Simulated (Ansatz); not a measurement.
# [S3]− at UCCSD(T)/STO-3G

Aim: the energy change on altering one bond length of [S3]− at UCCSD(T)/STO-3G, from 2 runs. 

Program for the calculation: Ansatz 0.2.0.

25 further runs of the same task are left out: 24 that didn't finish, 1 set aside as unsound or not needed.

### Step 1. The molecule

[S3]−: 3 atoms, total charge -1, spin state doublet. The shape is that of a GFN2-xTB optimisation.

Bond lengths: S1–S2 1.985 Å, S2–S3 1.983 Å. Angles: S1–S2–S3 115.4°.

### Step 2. A single-point energy at UCCSD(T)/STO-3G

Input file run.yaml:

```yaml
crystal:
  periodic: [false, false, false]
  atoms:
    - {symbol: S, position_ang: [-1.117260, 0.295410, 1.265730]}
    - {symbol: S, position_ang: [0.397110, 0.584890, 0.015760]}
    - {symbol: S, position_ang: [0.720140, -0.880310, -1.281490]}
basis:
  gaussian: {orbitals: STO-3G}
correlation: {method: ccsd_t, frozen_orbitals: {S: 5}}
magnetization: {spin_polarized: true, initial_magnetization: 1}
accuracy: high
scf: {omitted_lower_state_checks: [cluster_reference, increment]}
total_charge: -1
```

The run is started by

```console
$ ansatz run run.yaml --threads 1 --pin off --max-ram 2610MiB --events-out events.jsonl --progress --plain --runs-dir runs
```

Log, cut to the lines that bear on the results:

```text
Warning: RAYON_NUM_THREADS=1 ignored (pool sized by the plan → 1); use --threads N
Functional definition: HF
  name "HF"
[...]
482 factors; integrals over basis functions are off by at most 8.6e-9 eV
[...]
mean field -32091.22874548 eV, -1179.3309041804 hartree, gradient 6.1e-8 eV, S^2 0.752129; 20 other end points of the search recorded, 0 dependent functions left out
15 core orbitals not correlated: weight in the atoms' cores, before any rotation towards them, 1.000 or more for the frozen orbitals, at most 0.000 for the correlated occupied ones
reference -32091.22874548 eV, -1179.3309041804 hartree; 10, 9 occupied and 2, 3 virtual orbitals, 482 factors
second order -1.42303509 eV of doubles, -0.00000000 eV of singles
cycle   1  -1.70312148 eV  change   -2.8e-1 eV  update   8.8e-2
[...]
cycle  26  -2.08032618 eV  change    1.8e-9 eV  update   2.2e-9
perturbative correction -0.07681741 eV, -0.0028229876 hartree
Total energy: -32093.38588907 eV, -1179.4101777452 hartree
Checks for a lower state left out: cluster_reference, increment
```

Run time: 1.9 s. Hardware: 1 thread of Arm Neoverse V1, shared host; peak memory 0.089 GiB.

### Step 3. The distorted shape, same level

Input file molecule.yaml:

```yaml
basis:
  gaussian: {orbitals: STO-3G}
crystal:
  periodic: [false, false, false]
  atoms:
    - {symbol: S, position_ang: [-1.198018, 0.661714, 1.590046]}
    - {symbol: S, position_ang: [0.316352, 0.951194, 0.340076]}
    - {symbol: S, position_ang: [0.720140, -0.880310, -1.281490]}
magnetization: {spin_polarized: true, initial_magnetization: 1}
scf: {omitted_lower_state_checks: [cluster_reference, increment]}
accuracy: high
total_charge: -1
correlation: {method: ccsd_t, frozen_orbitals: {S: 5}}
```

The run is started by

```console
$ ansatz run molecule.yaml --threads 1 --pin off --max-ram 2610MiB --events-out events.jsonl --progress --plain --runs-dir runs
```

Log, cut to the lines that bear on the results:

```text
Warning: RAYON_NUM_THREADS=1 ignored (pool sized by the plan → 1); use --threads N
[... 2 set-up lines as earlier in the session ...]
[...]
471 factors; integrals over basis functions are off by at most 7.2e-9 eV
[...]
mean field -32090.37399929 eV, -1179.2994928370 hartree, gradient 8.7e-9 eV, S^2 1.258021; 33 other end points of the search recorded, 0 dependent functions left out
15 core orbitals not correlated: weight in the atoms' cores, before any rotation towards them, 1.000 or more for the frozen orbitals, at most 0.000 for the correlated occupied ones
reference -32090.37399929 eV, -1179.2994928370 hartree; 10, 9 occupied and 2, 3 virtual orbitals, 471 factors
second order -1.10877661 eV of doubles, -0.00000000 eV of singles
cycle   1  -1.35826026 eV  change   -2.5e-1 eV  update   7.9e-2
[...]
cycle  44  -1.92328488 eV  change   4.4e-10 eV  update   1.0e-9
perturbative correction -0.13899255 eV, -0.0051078822 hartree
Total energy: -32092.43627672 eV, -1179.3752801348 hartree
Checks for a lower state left out: cluster_reference, increment
```

It took 7.8 s on 1 thread of Arm Neoverse V1, shared host; peak memory 0.085 GiB.

### Step 4. Summary of results

At UCCSD(T)/STO-3G, 15 core orbitals frozen:

| quantity | value |
| --- | --- |
| first shape: total energy | -1179.41018 Eh |
| first shape: correlation energy (15 core orbitals frozen) | -79.3 mEh |
| first shape: (T) correction | -2.82 mEh |
| first shape: ⟨S²⟩ of the reference determinant | 0.752 |
| first shape: T1 diagnostic | 0.061 |
| distorted shape: total energy | -1179.37528 Eh |
| distorted shape: correlation energy (15 core orbitals frozen) | -75.8 mEh |
| distorted shape: (T) correction | -5.11 mEh |
| distorted shape: ⟨S²⟩ of the reference determinant | 1.258 |
| distorted shape: T1 diagnostic | 0.079 |
| energy change with the S2–S3 bond stretched from 1.983 to 2.479 Å | 0.950 eV |

**Reading.** With the S2–S3 bond stretched from 1.983 to 2.479 Å the energy rises by 0.95 eV (21.9 kcal/mol). The first shape isn't relaxed at this level, so the change isn't measured from a minimum. The minimal basis adds a large error of its own. The T1 diagnostic (first shape) of 0.061 is above the customary mark for such species, so a single reference may not serve. The triples (first shape) make up 3.6 % of the correlation energy. ⟨S²⟩ (distorted shape) is 1.26 where a pure doublet has 0.75: the reference is spin-contaminated. The T1 diagnostic (distorted shape) of 0.079 is above the customary mark for such species, so a single reference may not serve. The triples (distorted shape) make up 6.7 % of the correlation energy.
